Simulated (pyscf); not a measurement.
PySCF, gas phase, ωB97X-D3(BJ)/def2-SVP geometries.

Question: Estimate the classical barrier height and the reaction energy of H₃C–Bi(CH₃)–CH₃ + H atom (H•) → H₃C–Bi•–CH₃ + methane (CH₄) at ωB97M-D3(BJ)/def2-TZVP. The step runs on the doublet surface, breaks Bi–C and forms C–H; take the separated reactants as zero.

Answer: ΔE‡ = 39.3 kJ/mol, ΔE = -239.1 kJ/mol. Zero-point energy shifts the barrier by +6.0 kJ/mol. It is a substitution at C, with an imaginary mode of 1254i cm⁻¹. Abstraction by the radical was not located in this set and often lies lower. This is the saddle that the search found; another between the same sides may lie lower. The angle at the attacked C is 177°. Elements past Kr carry the def2 core potentials, without spin-orbit coupling.
